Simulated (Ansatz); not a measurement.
Geometry optimisation, Ansatz, RKS B3LYP/cc-pVDZ.

Input:

```yaml
crystal:
  periodic: [false, false, false]
  atoms:
    - { symbol: C, position_ang: [-0.62925, 0.89325, -0.3749] }
    - { symbol: Si, position_ang: [0.75372, -0.20496, 0.23083] }
    - { symbol: O, position_ang: [0.57808, -1.72589, 0.57373] }
    - { symbol: H, position_ang: [-1.57272, 0.34399, -0.46143] }
    - { symbol: H, position_ang: [-0.40903, 1.32439, -1.35401] }
    - { symbol: H, position_ang: [-0.80133, 1.73836, 0.29532] }
    - { symbol: H, position_ang: [2.14582, 0.06784, 0.48851] }
    - { symbol: H, position_ang: [-0.0653, -2.43698, 0.60195] }
total_charge: 1
basis:
  gaussian: { orbitals: cc-pVDZ }
hamiltonian:
  xc: b3lyp
relax:
  f_tol: 0.02
  max_steps: 50
```

Command:

```bash
$ ansatz run input.yaml --threads 1 --pin off --max-ram 2048MiB --backend cpu --events-out ev --progress --plain --runs-dir out
```

Task: Where does it end, and by what steps?

Result: The run converged. Limits of this set-up: the dipole of an ion depends on the origin. After 7 steps the energy has fallen by 0.157 eV; H8 moved furthest, 0.18 Å.

```csv
step,energy less start (eV),largest force component (eV/Å),accepted
0,0.0000,1.366,yes
1,-0.0909,0.797,yes
2,-0.1162,0.366,yes
3,-0.1347,0.635,yes
4,-0.1537,0.082,yes
5,-0.1559,0.128,yes
6,-0.1562,0.134,yes
7,-0.1565,0.011,yes
```

```xyz
8
Properties=species:S:1:pos:R:3
C -0.630 0.844 -0.363
Si 0.740 -0.219 0.231
O 0.617 -1.789 0.598
H -1.583 0.302 -0.451
H -0.341 1.267 -1.343
H -0.739 1.692 0.339
H 2.130 0.227 0.447
H -0.194 -2.325 0.542
```

Whether the end is a true minimum wasn't checked by a vibrational analysis.

Time of the run: 11 s on 1 thread of Intel(R) Xeon(R) 6975P-C (Granite Rapids), with other jobs on the host, peak memory 0.15 GiB.
